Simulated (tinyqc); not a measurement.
Hueckel theory of the pi electrons, for the molecule C=C1C=C1C=O (SMILES; centres numbered as the heavy atoms are written), step by step. One step of it, computed by the program tinyqc.

Problem. Energy, charges, bond orders. E = sum n x; q_r = z_r - P_rr; bond order p = P_rs; free valence = sqrt(3) - sum of p over the bonds of the atom.

x values: [2.365881, 1.582341, 0.387870, -0.303283, -1.346968, -1.685841]

occupations: [2.000000, 2.000000, 2.000000, 0.000000, 0.000000, 0.000000]

charge and bond-order matrix P, order 1C, 2C, 3C, 4C, 5C, 6O:
```
[[1.304353, 0.787641, -0.085842, -0.319277, -0.319491, 0.274974],
 [0.787641, 0.899235, 0.468364, 0.382308, -0.044302, -0.044517],
 [-0.085842, 0.468364, 0.644816, 0.722568, 0.189132, -0.298721],
 [-0.319277, 0.382308, 0.722568, 0.920004, 0.468150, -0.065072],
 [-0.319491, -0.044302, 0.189132, 0.468150, 0.710102, 0.746316],
 [0.274974, -0.044517, -0.298721, -0.065072, 0.746316, 1.521490]]
```

Centres:
```
centre  z_r, pi electrons of the neutral centre         h
1C                                            1  0.000000
2C                                            1  0.000000
3C                                            1  0.000000
4C                                            1  0.000000
5C                                            1  0.000000
6O                                            1  1.000000
```

Bonds:
```
i  j  k
1  2  1
2  3  1
3  4  1
4  5  1
5  6  1
4  2  1
```

Give: pi energy = 6 alpha + this times beta; pi charges; Bond orders and lengths from R = 1.517 - 0.180 p; free valence of the carbons; gap between the highest filled and the next level.

Solution.

pi energy = 6 alpha + this times beta = 8.672

pi charges: [-0.304, 0.101, 0.355, 0.080, 0.290, -0.521]

Bond orders and lengths from R = 1.517 - 0.180 p (angstrom, C-C alone):
```
bond      p      R
1-2   0.788  1.375
2-3   0.468  1.433
3-4   0.723  1.387
4-5   0.468  1.433
5-6   0.746      -
4-2   0.382  1.448
```

free valence of the carbons: [0.944, 0.094, 0.541, 0.159, 0.518]

gap between the highest filled and the next level = 0.691 |beta|
